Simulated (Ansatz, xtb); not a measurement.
Relaxing a trial structure of BH3P2

The starting geometry of this gas-phase singlet has its atoms placed at random.

```xyz
6

B    -0.9016   -0.0214   -0.4570
P     1.3201   -1.6366   -0.2441
P     0.8146    0.7698    1.6128
H    -0.6381   -1.3527   -0.4244
H     1.5116    1.0456    0.0646
H     0.2850   -0.4898   -1.2212
```

Q: One run relaxed it with r2SCAN-D4/def2-SVP. What is a likely outcome?

A: It ends as `B1PP1`. Distances that change by over a tenth: B1–H4 (1.36 → 1.20 Å), B1–H6 (1.49 → 2.39 Å), P3–H5 (1.72 → 1.44 Å). Contacts that close: B1–P2 (2.75 → 1.88 Å), B1–P3 (2.80 → 1.88 Å), P2–P3 (3.08 → 2.27 Å), P2–H6 (1.83 → 1.44 Å).

The energy falls by 8.01 eV over 16 steps:

| step | E − E(last) (eV) |
| --- | --- |
| 1 | 8.007 |
| 3 | 3.923 |
| 4 | 2.822 |
| 6 | 1.625 |
| 8 | 0.602 |
| 9 | 0.270 |
| 11 | 0.042 |
| 13 | 0.001 |
| 14 | 0.000 |
| 16 | 0.000 |

Final geometry (Å):

```yaml
atoms:
  - { symbol: B, position_ang: [-0.3557, -0.6163, 0.1424] }
  - { symbol: P, position_ang: [1.2731, -1.4329, -0.3238] }
  - { symbol: P, position_ang: [0.9693, 0.3197, 1.0924] }
  - { symbol: H, position_ang: [-1.5055, -0.5526, -0.1851] }
  - { symbol: H, position_ang: [0.8023, 1.4691, 0.2488] }
  - { symbol: H, position_ang: [1.2082, -0.8721, -1.6440] }
```

From the same start GFN2-xTB ends elsewhere, at `[H]/P=P/B`.

From so rough a start the end depends on the optimiser's path, so another program may land elsewhere. The end wasn't checked by frequencies. Run with Ansatz 0.2.0, 35 s on 1 thread of Arm Neoverse V2, with other jobs on the host.
